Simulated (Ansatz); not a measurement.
# H2Cl (doublet): wave-function methods side by side at distance Cl1–H2 along a hydrogen transfer = 1.448 Å, 6-31G

How much of the correlation energy of H2Cl (doublet) does each wave-function method recover here?

Program: Ansatz 0.2.0, Gaussian basis. Level of theory: 6-31G, core rule «outside noble gas», up to 5 orbitals frozen. These are calculated values, not measurements.

To be run: UHF; CCSD(T) on ROHF; CCSD(T) on UHF; BCCD(T) on ROHF; CISD; CCSDT(Q) on ROHF; CCSDT(Q) on UHF; CISDTQ; CCSDTQ on ROHF; CCSDTQ on UHF; CASSCF and MRCISD+Q, 3 electrons in 3 orbitals; CASSCF and NEVPT2, 3 electrons in 3 orbitals; CASSCF and MRCISD+Q, 9 electrons in 6 orbitals; CASSCF and MRCISD+Q(relaxed), 9 electrons in 6 orbitals; CASSCF and NEVPT2, 9 electrons in 6 orbitals; Full CI.

10 further runs of the same task are left out: 2 for a mislabelled method, 7 that didn't finish, 1 set aside as unsound or not needed.

## Step 1: The geometry

The geometry derives from fragments relaxed apart (PBE0/def2-TZVP) and kept rigid, so it is no stationary point. A hydrogen atom is moved between rigid fragments.

3 atoms, charge 0, spin multiplicity 2.

Atoms are counted from 1 here; the program's logs count them from 0.

Bond lengths: Cl1–H2 1.448 Å.

## Step 2: UHF

File in.yaml:

```yaml
crystal:
  periodic: [false, false, false]
  atoms:
    - {symbol: Cl, position_ang: [0.000000, 0.000000, -1.354667]}
    - {symbol: H, position_ang: [0.000000, 0.000000, 0.093333]}
    - {symbol: H, position_ang: [0.000000, 0.000000, 1.261333]}
basis:
  gaussian: {orbitals: 6-31G}
magnetization: {spin_polarized: true, initial_magnetization: 1}
hamiltonian: {xc: hf}
output: {orbitals: {seedname: orbitals}}
```

Started as:

```console
> ansatz run in.yaml --threads 1 --pin off --events-out ev --progress --plain --max-ram 2393MiB
```

Further steps of the session: CCSD(T) on ROHF; CCSD(T) on UHF; BCCD(T) on ROHF; CISD; CCSDT(Q) on ROHF; CCSDT(Q) on UHF; CISDTQ; CCSDTQ on ROHF; CCSDTQ on UHF; CASSCF and MRCISD+Q, 3 electrons in 3 orbitals; CASSCF and NEVPT2, 3 electrons in 3 orbitals; CASSCF and MRCISD+Q, 9 electrons in 6 orbitals; CASSCF and MRCISD+Q(relaxed), 9 electrons in 6 orbitals; CASSCF and NEVPT2, 9 electrons in 6 orbitals; Full CI.

**Question.** What will the summary of the whole plan be? Wanted: FCI below the RHF energy; RMP2 from FCI; UMP2 from FCI; RCCSD from FCI; RCCSD(T) from FCI; UCCSD(T) from FCI; RCCSDT(Q) from FCI; UCCSDT(Q) from FCI; NEVPT2 pair from FCI.

**Answer**, as computed:

| quantity | value |
| --- | --- |
| FCI below the RHF energy | -1.9161 eV |
| RMP2 from FCI | +386.6 meV |
| UMP2 from FCI | +381.4 meV |
| RCCSD from FCI | +23.0 meV |
| RCCSD(T) from FCI | +6.2 meV |
| UCCSD(T) from FCI | +5.4 meV |
| RCCSDT(Q) from FCI | +0.2 meV |
| UCCSDT(Q) from FCI | +0.2 meV |
| NEVPT2 pair from FCI | +166.8 meV |
| MRCISD+Q pair from FCI | +17.1 meV |
| NEVPT2 valence from FCI | +279.3 meV |
| levels within 1 kcal/mol (43 meV) | RCCSD, UCCSD, RCCSD(T), UCCSD(T), BCCD(T), RCCSDT, UCCSDT, CISDTQ, RCCSDT(Q), UCCSDT(Q), RCCSDTQ, UCCSDTQ, MRCISD pair, MRCISD+Q pair, MRCISD valence, MRCISD+Q valence, MRCISD+Q(relaxed) valence |
| T1 diagnostic | 0.027 |
| effectively unpaired electrons | 1.02 |

RCCSD(T) lands +6.2 meV from the yardstick (0.3 % of the correlation energy). One determinant dominates. Of the multireference levels listed MRCISD+Q(relaxed) valence comes nearest in total energy (+8.4 meV), which doesn't show that its space is the better one. These misses are within one basis, not against nature; the frozen cores of restricted and unrestricted runs differ, which can shift their rows.
